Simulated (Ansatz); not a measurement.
Other spins and charges of Si–AsH₂, quartet at one geometry

Geometry (PBE0/def2-TZVP stationary point for this spin, not checked as a minimum):

```xyz
4

Si    0.0386    0.0000    1.7775
As   -0.0412    0.0000   -0.6421
H     0.9933    1.0941   -0.9003
H     0.9933   -1.0941   -0.9003
```

Basis cc-pVDZ; Ansatz 0.2.0. Correlated methods freeze the noble-gas cores and the filled d shells of p-block atoms. Prefix R: restricted or restricted open-shell reference; prefix U: unrestricted. Active spaces: valence = (11e, 10o) chosen from the atoms' valence shells. No spin–orbit coupling is included, and no scalar relativity.

Gaps are energies of the second state less the first, at fixed atoms, for a selection of the levels run; each method lands on the state that its own search finds for that charge and spin.

HF rows: UHF is the lowest solution found. Coupled cluster chose its determinant by a search with trial CCSD, here up to 0.12 eV above the lowest Hartree–Fock solution of its kind, and MP2 stands on that determinant too. For open shells CISD is restricted-active-space CI with the open shells as a complete middle space.

Removing an electron, to the triplet: 7.137 eV at UCCSDT(Q).

| level | gap (eV) | error (meV) |
| --- | --- | --- |
| UHF | 6.907 | -230 |
| CISD | 7.123 | -14 |
| UCCSD | 7.134 | -3 |
| UCCSD(T) | 7.141 | 4 |
| CASSCF (valence space) | 6.575 | -562 |
| NEVPT2 (valence space) | 6.980 | -157 |
| MRCISD (valence space) | 7.036 | -101 |
| r2SCAN | 7.436 | 299 |
| B3LYP | 7.162 | 25 |
| B2PLYP | 7.097 | -40 |

Doublet less quartet: -1.303 eV at UCCSDT(Q).

| level | gap (eV) | error (meV) |
| --- | --- | --- |
| UHF | -0.849 | 454 |
| UMP2 | -1.185 | 118 |
| CISD | -1.180 | 123 |
| UCCSD | -1.285 | 18 |
| UCCSD(T) | -1.300 | 3 |
| BCCD(T) | -1.301 | 2 |
| UCCSDT | -1.301 | 2 |
| CASSCF (valence space) | -1.188 | 115 |
| NEVPT2 (valence space) | -1.290 | 13 |
| MRCISD (valence space) | -1.301 | 2 |
| MRCISD+Q (valence space) | -1.319 | -16 |
| MRCISD+Q(relaxed) (valence space) | -1.311 | -8 |
| PBE | -1.415 | -112 |
| r2SCAN | -1.271 | 32 |
| PBE0 | -1.368 | -65 |
| B3LYP | -1.548 | -245 |
| wB97X-V | -1.590 | -287 |
| wB97M-V | -1.610 | -307 |
| B2PLYP | -1.472 | -169 |
| RPA-PBE | -1.460 | -157 |

Sextet less quartet: 6.217 eV at UCCSDT(Q).

```tsv
level	gap (eV)	error (meV)
UMP2	6.215	-2
UCCSD	6.217	0
UCCSD(T)	6.232	15
BCCD(T)	6.237	20
UCCSDT	6.216	-1
PBE0	6.219	2
B3LYP	6.435	218
wB97M-V	6.449	232
B2PLYP	6.399	182
```

Removing an electron, to the quintet: 10.292 eV at UCCSDT(Q).

| level | gap (eV) | error (meV) |
| --- | --- | --- |
| UHF | 9.257 | -1035 |
| UMP2 | 10.168 | -124 |
| CISD | 10.078 | -214 |
| UCCSD | 10.258 | -34 |
| UCCSD(T) | 10.293 | 1 |
| BCCD(T) | 10.297 | 5 |
| UCCSDT | 10.289 | -3 |
| MRCISD+Q (valence space) | 10.302 | 10 |
| PBE | 10.597 | 305 |
| B3LYP | 10.743 | 451 |

In so small a basis the reference is far from its limit while semilocal and hybrid functionals are nearer theirs (RPA and double hybrids share part of the reference's basis error), so the functionals' errors here hold much of the reference's basis and frozen-core error, which can add to them or hide them.

Full CI isn't at hand for all of this; UCCSDT(Q) serves as the reference, and is uncertain by the last step of the cluster series or more. The frozen core follows each run's orbitals, which can shift R against U totals by a few meV for light atoms and by up to 0.1 eV past Ca.
